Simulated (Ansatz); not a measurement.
# C₃H₆O₃: one species, many methods

One table from this session's results is given with a row withheld; the runs are named, their logs left out.

Computed with Ansatz 0.2.0, Gaussian basis. Level: functionals in def2-TZVPP, the program's frozen cores in correlated methods.

Levels to be run: PBE-D4, r2SCAN-D4, PBE0-D4, B3LYP-D4, ωB97X-V, ωB97M-V, B2PLYP; CCSD(T)/def2-TZVPP; MP2/def2-QZVPP; extrapolation to the limit.

## The relaxed structure

The geometry comes from an earlier relaxation with PBE0-D4 in a triple-zeta def2 set; it is a stationary point, not always the lowest conformer.

SMILES `COCC(=O)O`, 12 atoms, charge 0, spin multiplicity 1.

Atoms are counted from 1 here; the program's logs count them from 0.

Bond lengths: C1–O2 1.407 Å, C1–H7 1.096 Å, C1–H8 1.089 Å, C1–H9 1.098 Å, O2–C3 1.388 Å, C3–C4 1.517 Å, C3–H10 1.094 Å, C3–H11 1.099 Å, C4–O5 1.200 Å, C4–O6 1.338 Å, O6–H12 0.968 Å. Angles: O2–C1–H7 111.8°, O2–C1–H8 107.1°, O2–C1–H9 111.0°, H7–C1–H8 108.8°, H7–C1–H9 109.0°, H8–C1–H9 109.0°, C1–O2–C3 113.5°, O2–C3–C4 116.7°, O2–C3–H10 107.6°, O2–C3–H11 112.5°, C4–C3–H10 105.9°, C4–C3–H11 106.5°, H10–C3–H11 107.1°, C3–C4–O5 122.8°, C3–C4–O6 113.8°, O5–C4–O6 123.4°, C4–O6–H12 106.2°.

Set-up of the first run:

Contents of in.yaml:

```yaml
crystal:
  periodic: [false, false, false]
  atoms:
    - {symbol: C, position_ang: [0.293049, -1.578008, 0.504806]}
    - {symbol: O, position_ang: [0.446181, -0.894372, -0.714892]}
    - {symbol: C, position_ang: [0.691508, 0.463149, -0.562045]}
    - {symbol: C, position_ang: [-0.496317, 1.332463, -0.196441]}
    - {symbol: O, position_ang: [-0.386461, 2.487764, 0.110375]}
    - {symbol: O, position_ang: [-1.672654, 0.701152, -0.280290]}
    - {symbol: H, position_ang: [-0.589758, -1.234709, 1.056042]}
    - {symbol: H, position_ang: [0.170418, -2.633994, 0.266692]}
    - {symbol: H, position_ang: [1.180921, -1.455834, 1.139566]}
    - {symbol: H, position_ang: [1.058659, 0.843575, -1.520035]}
    - {symbol: H, position_ang: [1.470143, 0.667678, 0.185858]}
    - {symbol: H, position_ang: [-2.347890, 1.355836, -0.050437]}
basis:
  gaussian: {orbitals: def2-TZVPP}
hamiltonian: {xc: pbe, dispersion: d4}
output: {forces: true, orbitals: {seedname: orbitals}}
```

Among the steps run: PBE-D4 (GGA); r2SCAN-D4 (meta-GGA); PBE0-D4 (hybrid); B3LYP-D4 (hybrid); ωB97X-V (range-separated); ωB97M-V (range-separated); B2PLYP (double hybrid); CCSD(T) in def2-TZVPP; MP2 in def2-QZVPP.

One of the session's tables, all rows but one given; the rest of the session is left out.

```
            method  atomisation energy (kcal/mol)
            PBE-D4                         1222.4
         r2SCAN-D4                         1186.9
           PBE0-D4                         1186.6
          B3LYP-D4                         1179.7
           ωB97X-V                         1183.8
           ωB97M-V                         1185.6
            B2PLYP                         1169.7
     HF/def2-TZVPP                          819.6
    MP2/def2-TZVPP                         1180.7
   CCSD/def2-TZVPP                              ?
CCSD(T)/def2-TZVPP                         1149.0
           MP2/CBS                         1212.4
       CCSD(T)/CBS                         1180.8
```

Estimate the missing values for CCSD/def2-TZVPP.

The run gave: atomisation energy (kcal/mol): 1127.1. In the column «atomisation energy (kcal/mol)» it lies between HF/def2-TZVPP (819.6) and CCSD(T)/def2-TZVPP (1149.0).
